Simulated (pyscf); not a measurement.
PySCF, gas phase, ωB97X-D3(BJ)/def2-SVP geometries.

### Question
For the elementary gas-phase step HO–B(OH)–Cl + H₂ → HO–BH–OH + HCl (singlet surface; B–Cl, H–H broken, B–H, Cl–H formed), what barrier and reaction energy does r²SCAN/def2-TZVP give, measured from the separated reactants?

### Answer
ΔE‡ = 41.7 kcal/mol, ΔE = +16.9 kcal/mol. ωB97M-D3(BJ)/def2-TZVP gives 46.0 kcal/mol and +14.9 kcal/mol. Zero-point energy shifts the barrier by +2.6 kcal/mol. It is a four-centre exchange, with an imaginary mode of 992i cm⁻¹. On the product side the descent ends in a complex (not fully relaxed), 5.1 kcal/mol under the separated species and 36.4 kcal/mol under the saddle at ωB97X-D3(BJ)/def2-TZVP. This is the saddle that the search found; another between the same sides may lie lower.
